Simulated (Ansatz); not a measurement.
Ansatz (a program for electronic structure) input (HF/3-21G): The .json file is the Basis Set Exchange's 3-21G.

Ansatz 0.2 input:
```yaml
crystal:
  periodic: [false, false, false]
  atoms:
    - {symbol: B, position_ang: [-0.00547190, 0.71174581, -0.03956727]}
    - {symbol: Cl, position_ang: [1.57448949, -0.09231767, 0.01035799]}
    - {symbol: Cl, position_ang: [-1.57288011, -0.11701934, 0.00127944]}
basis:
  gaussian:
    orbitals: 3-21G.json
hamiltonian:
  xc: {name: HF}
magnetization: {spin_polarized: true, initial_magnetization: 1}
phonons: {temperatures: {t_min: 298.15, t_max: 298.15, t_step: 100}}
```

Question: Which harmonic wavenumbers does it give?

Answer: 289, 657, 911 cm⁻¹ (unscaled; negative means imaginary).
